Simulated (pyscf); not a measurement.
GeH₃• + water (H₂O) -> HO–GeH₂• + hydrogen (H₂), a four-centre exchange (doublet surface; Ge–H, H–O broken, Ge–O, H–H formed). PySCF, gas phase, ωB97X-D3(BJ)/def2-SVP geometries. Energies in kcal/mol from the separated reactants.

Small-basis levels: PySCF, no dispersion term, spherical d functions. AM1 to PM7: differences of heats of formation from MOPAC, which are fitted to 298 K values and so differ in kind from electronic energies by zero-point and thermal terms. GFN2-xTB: tblite. Open shells are spin-unrestricted. 

| level | barrier | reaction energy |
|---|---|---|
| BP86/6-31G*+LANL2DZ | 28.0 | -5.4 |
| PBE/6-31G*+LANL2DZ | 27.0 | -4.9 |
| B3LYP/6-31G*+LANL2DZ | 33.8 | -5.1 |
| M06-2X/6-31G*+LANL2DZ | 31.9 | -6.7 |
| PBE/def2-SVP | 23.3 | -3.8 |
| GFN2-xTB | 20.3 | -12.2 |
| AM1 | 31.5 | -14.5 |
| PM3 | 41.9 | -30.2 |
| PM6 | 32.9 | -25.9 |
| ωB97M-D3(BJ)/def2-TZVP | 35.8 | -1.3 |

Against the last row the barrier runs from -15.5 (GFN2-xTB) to +6.1 kcal/mol (PM3). ωB97M-D3(BJ)/def2-TZVP has limits of its own. At the saddle there is also a short Ge–H contact that neither side keeps. One saddle was located; it need not be the lowest between these sides. In the def2 sets elements up to Kr have no core potential.
